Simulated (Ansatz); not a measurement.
Compare A (`OC1=NCC1`) with its isomer B (`N#CCCO`).

Program: Ansatz. Geometries: PBE0-D4/def2-TZVP. ΔE: electronic, gas phase. CCSD(T)/CBS adds triple-zeta CCSD(T) − MP2 to the extrapolated MP2 energy (def2 sets, frozen cores). Functionals use def2-TZVPP. B3LYP here is the variant with VWN-RPA as its local correlation; programs differ in this. Each species was taken in one conformer, which may not be the lowest.

Q: Which is lower in electronic energy at CCSD(T)/CBS, and by how much? (Best estimate.)

A: Ansatz gave: B, by 13.7 kcal/mol.

Q: Give E(B) − E(A) in kcal/mol with MP2/def2-TZVPP, B3LYP, LDA (SPW92), B3LYP-D4, B2PLYP, CCSD(T)/def2-SVP, HF/def2-TZVPP. (Estimate.)

A: Computed: MP2/def2-TZVPP -14.8, B3LYP -13.9, LDA (SPW92) 0.8, B3LYP-D4 -13.2, B2PLYP -15.1, CCSD(T)/def2-SVP -14.3, HF/def2-TZVPP -19.2. The order is the other way round with LDA (SPW92).

Q: Does the order hold for the free energy at 298.15 K (harmonic terms from PBE0-D4)? (An estimate is asked.)

A: Ansatz gave: Yes: G(B) − G(A) = -15.6 kcal/mol, for one conformer each.

Largest T1 diagnostic: 0.012.

From BLYP to BHLYP (50 % exact exchange), in def2-TZVPP and without D4, E(B) − E(A) moves by +1.1 kcal/mol. In def2-TZVPP, CCSD(T) changes the Hartree–Fock value by +4.9 kcal/mol (the triples alone add +0.9 kcal/mol) and MP2 by +4.4 kcal/mol.
